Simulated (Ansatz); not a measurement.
**Yttrium, hcp under PBE: how the Methfessel-Paxton smearing moves the result**

How small must the Methfessel-Paxton smearing width be for energy and pressure to settle? The geometry was relaxed under PBE beforehand and stays fixed; 7 values are run, from 0.01 to 1.0 eV. Wanted are the values from which on the energy stays within 10 and 1 meV/atom, and the pressure within 0.5 GPa, of the narrowest run. Within the series other settings stay, but some runs also write fields, which adds to their time. Spin polarisation is left out.

Program: Ansatz 0.2.0. Level of theory: DFT PBE, plane waves with PAW, scalar-relativistic. These are calculated values, not measurements.

**1. The starting structure**

It takes space group P6_3/mmc (No. 194, hexagonal). Conventional cell: a = 3.654 Å, b = 3.654 Å, c = 5.699 Å, α = 90.00°, β = 90.00°, γ = 120.00°. Y (site symmetry -6m2) is surrounded by 12 Y at 3.55 to 3.65 Å.

Coordinates:

```xyz
2
Lattice="3.6535 0.0000 0.0000 -1.8268 3.1641 0.0000 0.0000 0.0000 5.6989" Properties=species:S:1:pos:R:3 pbc="T T T"
Y     0.0000    2.1094    1.4247
Y     1.8268    1.0547    4.2741
```

**2. Run at 0.01 eV**

The run at 0.01 eV.

The input, input.yaml:

```yaml
crystal:
  lattice:
    - [3.6535431712, 0.0, 0.0]
    - [-1.8267715856, 3.1640612001, 0.0]
    - [0.0, 0.0, 5.6988610241]
  atoms:
    - { symbol: "Y", position: [0.3333333333, 0.6666666667, 0.25] }
    - { symbol: "Y", position: [0.6666666667, 0.3333333333, 0.75] }
hamiltonian:
  xc: pbe
  pseudopotentials:
    kind: paw
    azcp:
      "Y": "pseudopotentials/Y.paw.azcp"
basis:
  ecutwfc: 420
  fft_grid_basis: typed
kpoints:
  mp_grid: { grid: [10, 10, 6], shift: [0, 0, 0] }
magnetization:
  spin_polarized: false
scf:
  occupations: { method: methfessel_paxton, width: 0.01 }
  lower_state_search: "off"
output:
  stress: true
```

Run with:

```bash
$ ansatz run input.yaml --threads 1 --pin off --max-ram 3584MiB --backend cpu --events-out ev --progress --plain --runs-dir out
```

**3. Run at 0.03 eV**

The run at 0.03 eV.

Edit input.yaml of step 2 so:

```diff
@@ -22,3 +22,3 @@
 scf:
-  occupations: { method: methfessel_paxton, width: 0.01 }
+  occupations: { method: methfessel_paxton, width: 0.03 }
   lower_state_search: "off"
```

**4. Run at 0.1 eV**

The run at 0.1 eV.

Edit input.yaml of step 3 so:

```diff
@@ -22,3 +22,3 @@
 scf:
-  occupations: { method: methfessel_paxton, width: 0.03 }
+  occupations: { method: methfessel_paxton, width: 0.1 }
   lower_state_search: "off"
```

**5. Run at 0.2 eV**

The run at 0.2 eV.

Edit input.yaml of step 4 so:

```diff
@@ -22,3 +22,3 @@
 scf:
-  occupations: { method: methfessel_paxton, width: 0.1 }
+  occupations: { method: methfessel_paxton, width: 0.2 }
   lower_state_search: "off"
@@ -26 +26,5 @@
   stress: true
+  write_density: true
+  write_potential: true
+  elf: true
+  volumetric_format: npy
```

**6. Run at 0.3 eV**

The run at 0.3 eV.

Edit input.yaml of step 5 so:

```diff
@@ -22,3 +22,3 @@
 scf:
-  occupations: { method: methfessel_paxton, width: 0.2 }
+  occupations: { method: methfessel_paxton, width: 0.3 }
   lower_state_search: "off"
@@ -26,5 +26 @@
   stress: true
-  write_density: true
-  write_potential: true
-  elf: true
-  volumetric_format: npy
```

**7. Run at 0.6 eV**

The run at 0.6 eV.

Edit input.yaml of step 6 so:

```diff
@@ -22,3 +22,3 @@
 scf:
-  occupations: { method: methfessel_paxton, width: 0.3 }
+  occupations: { method: methfessel_paxton, width: 0.6 }
   lower_state_search: "off"
```

**8. Run at 1.0 eV**

The run at 1.0 eV.

Edit input.yaml of step 7 so:

```diff
@@ -22,3 +22,3 @@
 scf:
-  occupations: { method: methfessel_paxton, width: 0.6 }
+  occupations: { method: methfessel_paxton, width: 1.0 }
   lower_state_search: "off"
```

(Steps that only read results are left out.)

Before running it: what results should come out?

**Answer**, as computed:

| quantity | value |
| --- | --- |
| E(σ → 0) stays within 10 meV/atom of 0.01 eV | up to 0.6 eV |
| E(σ → 0) stays within 1 meV/atom | up to 0.1 eV |
| pressure stays within 0.5 GPa | up to 1.0 eV |
| pressure at 0.01 eV | -0.18 GPa |
| energy of a separate run on a finer mesh (16×16×9) | +1.9 meV/atom from 0.01 eV |

What this shows: At 1.0 eV the energy differs by -20.5 meV/atom and the pressure by +0.2 GPa. The free energy F moves by -25.6 meV/atom over the range, and the estimate for σ → 0 by -20.5. This scheme cancels the term in the square of the width, so F moves little up to 0.2 eV. The mesh (10×10×6) is fixed, so the narrowest widths carry a k-point error of their own. The yardstick itself is unsettled by 1.9 meV/atom against the finer mesh, so the thresholds above hold only within this series, and wider smearing, which averages over more states, can land nearer the fine-mesh value than the narrowest does.
